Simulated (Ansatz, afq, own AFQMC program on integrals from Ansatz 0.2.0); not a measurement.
GeNH2, quartet in cc-pVDZ, levels against CCSDT(Q)

```xyz
4

Ge    0.0001    0.0377    0.2609
N    -0.0622   -0.1378   -1.2960
H     0.2820   -1.3250    0.9610
H     0.5788    0.5210   -1.7544
```

Connectivity, by distances: GeH–NH.

Basis cc-pVDZ. Noble-gas cores (and the filled d shells of Ga–Kr and In–Xe) are frozen. Ansatz 0.2.0 and our own AFQMC program on the same integrals; the CISD trial comes from CCSD amplitudes, and released means the phaseless constraint is let go. Error bars are statistical, one sigma. No spin–orbit coupling.

Determinant: UHF, the one that the program's search chose, which needn't be the lowest solution. The geometry is a point of a scan.

No full CI on the walks' own integrals is used here; CCSDT(Q) serves as the reference and is uncertain by about the last step of the cluster series.

Cautions: no relativity below Rb; no spin-orbit coupling; inner d shell frozen; lower spins were not checked.

The T1 diagnostic is 0.0223 and the weight of the determinant in the CISD state is 0.899. The ⟨S²⟩ of the determinant is 3.763. The size of the correlated space is 11 electrons in 36 orbitals.

| level | correlation energy (eV) |
| --- | --- |
| MP2 | -5.2149 |
| CCSD | -6.0062 |
| CCSD(T) | -6.1482 |

Question: Estimate where phaseless AFQMC with a CISD trial lies against CCSD(T) on the same integrals.

Answer: 0.19 ± 0.28 mEh below CCSD(T). The gap is under twice the noise, so this walk alone can't tell the two apart.

Reference: CCSDT(Q), correlation energy -6.183 eV. The released energy is read at 0.99 1/Eh, later times being too noisy (meV from the phaseless value at times in 1/Eh: -22 ± 11 at 0.24, -35 ± 13 at 0.51, -37 ± 15 at 0.99, -47 ± 16 at 1.62, -35 ± 21 at 2.40).

```csv
level,E − E(reference) (mEh),share of correlation (%)
CCSD(T),1.29,99.43
CCSDT,0.39,99.83
ph-AFQMC/CISD,1.10 ± 0.28,99.52
released AFQMC,-0.28 ± 0.56,100.12
```

Released energies are given only where the last usable release times agree within the noise; a slower fall can still hide under it.
